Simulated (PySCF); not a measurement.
# C₆H₁₀: excited states, first hyperpolarisability

Wanted: excited states, first hyperpolarisability for C₆H₁₀ (`CC#CC(C)C`).

Computed with PySCF 2.14.0 and routines of our own; the level stands in each step. Atoms count from 0.

## 1. The starting structure

16 atoms, charge 0, multiplicity 1; geometry from: GFN2-xTB.

## 2. Optimising the geometry at PBE0-D3(BJ)/def2-SVP

The job: settings as JSON, then the geometry in Å.

```
{"job": {"xc": "PBE0", "basis": "def2-SVP", "d3": "d3bj", "grid": 2, "kind": "geom"}, "charge": 0, "multiplicity": 1}
C      3.067709     0.420168     0.051124
C      1.627860     0.342186    -0.083157
C      0.436936     0.286997    -0.203760
C     -1.010119     0.200111    -0.331096
C     -1.673830     0.515448     1.011632
C     -1.409089    -1.191722    -0.827164
H      3.390336     1.461128     0.019596
H      3.548301    -0.122722    -0.763058
H      3.379714    -0.017461     0.999677
H     -1.333150     0.945237    -1.069897
H     -1.369592    -0.211361     1.762027
H     -1.384630     1.506127     1.355434
H     -2.756997     0.482388     0.913374
H     -2.487958    -1.251122    -0.954947
H     -0.932634    -1.406880    -1.781031
H     -1.100456    -1.949578    -0.110163
```

Command:

```
OMP_NUM_THREADS=1 python excited_run.py task.json out
```

The driver reads the jobs from task.json and runs them one after another.

Standard output:

```text
step   0  E = -234.15031601  max force = 0.023872
step   1  E = -234.15214625  max force = 0.001705
step   2  E = -234.15216337  max force = 0.000345
step   3  E = -234.15216487  max force = 0.000244
optimisation converged
```

It took 41 s on 1 thread of Arm Neoverse N1, shared host; peak memory 0.73 GiB.

Along the way:

```tsv
step	energy from step 0 (eV)	largest force component (eV/Å)
0	0.0000	1.2275
1	-0.0498	0.0877
2	-0.0503	0.0177
3	-0.0503	0.0125
```

Close pairs (by a distance rule), those that changed most:

```tsv
bond	before (Å)	after (Å)	change (Å)
C1–C2	1.198	1.213	+0.015
C5–H15	1.088	1.101	+0.013
C5–H13	1.088	1.101	+0.013
C4–H10	1.088	1.101	+0.013
C4–H12	1.088	1.101	+0.013
C5–H14	1.088	1.100	+0.012
C4–H11	1.088	1.100	+0.012
C0–H7	1.090	1.101	+0.011
```

The next job starts from the end point, and lists it.

```tsv
at the end point	value
point group (found at 0.08 Å tolerance)	C1
rotational constants (GHz, main isotopes)	7.511, 1.707, 1.480
dipole moment (D)	0.13
```

## 3. Excited states: TDA CAM-B3LYP/def2-TZVPD

The job: settings as JSON, then the geometry in Å.

```
{"job": {"kind": "states", "xc": "CAM-B3LYP", "basis": "def2-TZVPD", "tda": true, "soc": true, "nstates": 6, "ntriplets": 5, "nquad": 4}, "charge": 0, "multiplicity": 1}
C      3.106050     0.400288     0.193822
C      1.659614     0.316647     0.063655
C      0.453915     0.254952    -0.052324
C     -1.002980     0.155348    -0.169182
C     -1.687394     0.489045     1.158803
C     -1.422335    -1.222670    -0.687376
H      3.450349     1.446053     0.161626
H      3.612486    -0.142505    -0.619848
H      3.447941    -0.033712     1.146677
H     -1.323938     0.907870    -0.913036
H     -1.399583    -0.236980     1.934828
H     -1.404509     1.491096     1.512037
H     -2.782240     0.456582     1.047143
H     -2.514784    -1.270205    -0.815857
H     -0.949568    -1.445384    -1.654748
H     -1.125415    -2.009352     0.023340
```

Level: TDA CAM-B3LYP/def2-TZVPD excited states, vertical, gas phase, spin-orbit mean-field couplings.

Standard output:

```text
coarse grid: 12720 points
cycle   1  E = -234.5186459178  dE =  6.026e-01  |g| = 3.565e-01  |ddm| = 9.205e+00
cycle   2  E = -234.5368174626  dE = -1.817e-02  |g| = 2.547e-01  |ddm| = 1.563e+00
cycle   3  E = -234.5527196138  dE = -1.590e-02  |g| = 3.934e-02  |ddm| = 5.295e-01
cycle   4  E = -234.5528342307  dE = -1.146e-04  |g| = 3.515e-02  |ddm| = 1.035e-01
cycle   5  E = -234.5531170325  dE = -2.828e-04  |g| = 5.148e-03  |ddm| = 3.675e-02
cycle   6  E = -234.5531229712  dE = -5.939e-06  |g| = 1.222e-03  |ddm| = 1.191e-02
final grid: 120968 points
cycle   7  E = -234.5468600468  dE = -4.387e-05  |g| = 4.214e-03  |ddm| = 3.006e-01
cycle   8  E = -234.5468610833  dE = -1.036e-06  |g| = 3.694e-03  |ddm| = 2.401e-02
cycle   9  E = -234.5468642441  dE = -3.161e-06  |g| = 3.261e-04  |ddm| = 5.726e-03
cycle  10  E = -234.5468642499  dE = -5.798e-09  |g| = 2.933e-04  |ddm| = 1.327e-03
cycle  11  E = -234.5468642691  dE = -1.917e-08  |g| = 6.887e-05  |ddm| = 4.351e-04
cycle  12  E = -234.5468642703  dE = -1.156e-09  |g| = 1.132e-05  |ddm| = 1.396e-04
cycle  13  E = -234.5468642703  dE = -4.138e-11  |g| = 2.224e-06  |ddm| = 3.731e-05
converged SCF energy = -234.5468642703

Singlet excitations
state   eV       nm        f     d(h-e)  d(exc)  Lambda  PR(NTO)  |dmu|/D   mu/D   main configurations
  1   6.4149   193.3   0.01293   0.192   3.306   0.320   1.182    0.534    0.626   H-1->L 0.60, H-1->L+5 0.17
  2   6.4475   192.3   0.01372   0.360   3.641   0.327   1.045    1.946    1.853   H->L 0.87
  3   6.5432   189.5   0.00930   0.499   3.026   0.326   1.862    2.310    2.214   H-1->L 0.27, H->L+6 0.17, H-1->L+1 0.11
  4   6.7076   184.8   0.00503   0.089   2.780   0.452   1.981    0.471    0.421   H-1->L+6 0.20, H->L+5 0.17, H->L+1 0.15
  5   6.7137   184.7   0.00167   0.120   2.777   0.349   1.984                     H->L+6 0.26, H->L+2 0.12, H-1->L+5 0.12
  6   7.3448   168.8   0.03368   0.596   4.201   0.312   1.139                     H->L+1 0.63, H->L+3 0.15

Triplet excitations (Tamm-Dancoff)
state   eV     d(h-e)  d(exc)  Lambda  PR(NTO)   main configurations
  1   5.3853   0.034   2.282   0.487   1.993   H->L+5 0.21, H-1->L+6 0.21, H->L+10 0.11
  2   5.8582   0.062   2.410   0.442   1.989   H-1->L+6 0.19, H->L+5 0.11
  3   5.8595   0.061   2.400   0.408   1.990   H->L+6 0.15, H-1->L+5 0.14, H-1->L+6 0.09
  4   6.3523   0.515   3.528   0.317   1.067   H->L 0.62, H-1->L 0.18
  5   6.3595   0.387   3.494   0.307   1.196   H-1->L 0.61, H->L 0.18
S1 - T1 = 1.0296 eV

Spin-orbit couplings |<S|Hso|T>| (cm-1)
             T1       T2       T3       T4       T5
S0        0.153    0.295    0.303    0.490    0.908
S1        1.946    5.939    4.418    7.819    4.687
S2        1.102    4.625    5.188    6.191   10.281
S3        1.059    2.915    2.243    7.766    4.158
S4        0.591    9.850   22.489    3.486    3.616
S5        1.441   21.982    9.610    4.414    4.672
S6        0.824    2.615    2.899    0.655    0.788
T1 sublevels (cm-1): 0.000 0.000 0.013   radiative rates (1/s): 0.433 0.162 0.454
```

It took 1.7 min on 1 thread of Arm Neoverse N1, shared host; peak memory 1.2 GiB.

From this job:

```tsv
quantity	value
S1 less T1	1.03 eV
```

## 4. Excited states: TDDFT CAM-B3LYP/def2-TZVPD

The job, as its differences from that of step 3:

```diff
@@ -1,2 +1,2 @@
-{"job": {"kind": "states", "xc": "CAM-B3LYP", "basis": "def2-TZVPD", "tda": true, "soc": true, "nstates": 6, "ntriplets": 5, "nquad": 4}, "charge": 0, "multiplicity": 1}
+{"job": {"kind": "states", "xc": "CAM-B3LYP", "basis": "def2-TZVPD", "tpa": true, "nstates": 8, "nquad": 6, "ntriplets": 0}, "charge": 0, "multiplicity": 1}
 C      3.106050     0.400288     0.193822
```

With the program's defaults for keys left out, this is: TDDFT CAM-B3LYP/def2-TZVPD excited states, vertical, gas phase, two-photon moments by quadratic response.

Standard output:

```text
coarse grid: 12720 points
cycle   1  E = -234.5186459178  dE =  6.026e-01  |g| = 3.565e-01  |ddm| = 9.205e+00
cycle   2  E = -234.5368174626  dE = -1.817e-02  |g| = 2.547e-01  |ddm| = 1.563e+00
cycle   3  E = -234.5527196138  dE = -1.590e-02  |g| = 3.934e-02  |ddm| = 5.295e-01
cycle   4  E = -234.5528342307  dE = -1.146e-04  |g| = 3.515e-02  |ddm| = 1.035e-01
cycle   5  E = -234.5531170325  dE = -2.828e-04  |g| = 5.148e-03  |ddm| = 3.675e-02
cycle   6  E = -234.5531229712  dE = -5.939e-06  |g| = 1.222e-03  |ddm| = 1.191e-02
final grid: 120968 points
cycle   7  E = -234.5468600468  dE = -4.387e-05  |g| = 4.214e-03  |ddm| = 3.006e-01
cycle   8  E = -234.5468610833  dE = -1.036e-06  |g| = 3.694e-03  |ddm| = 2.401e-02
cycle   9  E = -234.5468642441  dE = -3.161e-06  |g| = 3.261e-04  |ddm| = 5.726e-03
cycle  10  E = -234.5468642499  dE = -5.798e-09  |g| = 2.933e-04  |ddm| = 1.327e-03
cycle  11  E = -234.5468642691  dE = -1.917e-08  |g| = 6.887e-05  |ddm| = 4.351e-04
cycle  12  E = -234.5468642703  dE = -1.156e-09  |g| = 1.132e-05  |ddm| = 1.396e-04
cycle  13  E = -234.5468642703  dE = -4.138e-11  |g| = 2.224e-06  |ddm| = 3.731e-05
converged SCF energy = -234.5468642703

Singlet excitations
state   eV       nm        f     d(h-e)  d(exc)  Lambda  PR(NTO)  |dmu|/D   mu/D   delta(TPA)   sigma/GM   main configurations
  1   6.3979   193.8   0.00951   0.239   3.247   0.324   1.232    0.723    0.818        6.02      0.090   H-1->L 0.53, H-1->L+5 0.19
  2   6.4405   192.5   0.01215   0.342   3.639   0.328   1.052    1.864    1.770       28.41      0.432   H->L 0.87
  3   6.5239   190.0   0.00990   0.548   3.143   0.320   1.812    2.458    2.362        5.60      0.087   H-1->L 0.34, H->L+6 0.17, H-1->L+1 0.10
  4   6.6903   185.3   0.00455   0.094   2.748   0.455   1.986    0.516    0.457        4.27      0.070   H-1->L+6 0.20, H->L+5 0.17, H->L+1 0.15
  5   6.6963   185.2   0.00152   0.126   2.749   0.348   2.001    0.646    0.570        0.92      0.015   H->L+6 0.26, H-1->L+5 0.13, H-1->L+1 0.13
  6   7.3350   169.0   0.03767   0.600   4.204   0.313   1.153    2.477    2.488      138.20      2.724   H->L+1 0.64, H->L+3 0.15
  7   7.4241   167.0   0.01569   0.425   4.199   0.268   1.023                                            H-1->L+1 0.60, H-1->L+4 0.12, H-1->L+3 0.11
  8   7.6844   161.3   0.04105   1.753   4.414   0.268   1.041                                            H->L+3 0.75, H->L+1 0.12
```

Run time: 2.1 min. Hardware: 1 thread of Arm Neoverse N1, shared host; peak memory 1.2 GiB.

## 5. First hyperpolarisability: quadratic response CAM-B3LYP/def2-TZVPD

The job, as its differences from that of step 4:

```diff
@@ -1,2 +1,2 @@
-{"job": {"kind": "states", "xc": "CAM-B3LYP", "basis": "def2-TZVPD", "tpa": true, "nstates": 8, "nquad": 6, "ntriplets": 0}, "charge": 0, "multiplicity": 1}
+{"job": {"kind": "beta", "xc": "CAM-B3LYP", "basis": "def2-TZVPD"}, "charge": 0, "multiplicity": 1}
 C      3.106050     0.400288     0.193822
```

Method: quadratic response CAM-B3LYP/def2-TZVPD first hyperpolarisability, Taylor convention, gas phase.

Standard output:

```text
coarse grid: 12720 points
cycle   1  E = -234.5186459178  dE =  6.026e-01  |g| = 3.565e-01  |ddm| = 9.205e+00
cycle   2  E = -234.5368174626  dE = -1.817e-02  |g| = 2.547e-01  |ddm| = 1.563e+00
cycle   3  E = -234.5527196138  dE = -1.590e-02  |g| = 3.934e-02  |ddm| = 5.295e-01
cycle   4  E = -234.5528342307  dE = -1.146e-04  |g| = 3.515e-02  |ddm| = 1.035e-01
cycle   5  E = -234.5531170325  dE = -2.828e-04  |g| = 5.148e-03  |ddm| = 3.675e-02
cycle   6  E = -234.5531229712  dE = -5.939e-06  |g| = 1.222e-03  |ddm| = 1.191e-02
final grid: 120968 points
cycle   7  E = -234.5468600468  dE = -4.387e-05  |g| = 4.214e-03  |ddm| = 3.006e-01
cycle   8  E = -234.5468610833  dE = -1.036e-06  |g| = 3.694e-03  |ddm| = 2.401e-02
cycle   9  E = -234.5468642441  dE = -3.161e-06  |g| = 3.261e-04  |ddm| = 5.726e-03
cycle  10  E = -234.5468642499  dE = -5.798e-09  |g| = 2.933e-04  |ddm| = 1.327e-03
cycle  11  E = -234.5468642691  dE = -1.917e-08  |g| = 6.887e-05  |ddm| = 4.351e-04
cycle  12  E = -234.5468642703  dE = -1.156e-09  |g| = 1.132e-05  |ddm| = 1.396e-04
cycle  13  E = -234.5468642703  dE = -4.138e-11  |g| = 2.224e-06  |ddm| = 3.731e-05
converged SCF energy = -234.5468642703

Lowest singlets (eV, f): 6.3979 0.0095  6.4405 0.0121  6.5239 0.0099

First hyperpolarisability (au)
process     nm      |vector|   parallel      HRS      DR
static         -      102.02      57.48      39.09   6.841
shg       1907.0      107.31      60.51      41.06   6.811
eope      1907.0      103.74      58.47          -       -
shg       1064.0      120.57      68.13      46.01   6.724
eope      1064.0      107.70      60.74          -       -
```

It took 95 s on 1 thread of Arm Neoverse N1, shared host; peak memory 1.2 GiB.

## 6. What came out

```
                                                  quantity                                                value
                                               point group                                                   C1
                      rotational constants (main isotopes)                                 7.51, 1.71, 1.48 GHz
             S1 less T1 (step 3, TDA CAM-B3LYP/def2-TZVPD)                                              1.03 eV
β vector (step 5, quadratic response CAM-B3LYP/def2-TZVPD)  static 102, SHG 1907.0 nm 107, SHG 1064.0 nm 121 au
```

Over 3 steps the energy fell by 0.050 eV; of the close pairs, C1–C2 changed most, 1.198 to 1.213 Å. In steps 3, 4 some excited states are degenerate or nearly so. In step 3, the number of triplets below S1 is at least 5, and the largest singlet-triplet spin-orbit coupling is S4–T3, 22.49 cm⁻¹. β grows from 102 au (static) to 121 au for doubling at 1064.0 nm: normal dispersion, which grows as twice the photon energy moves toward the bright states.
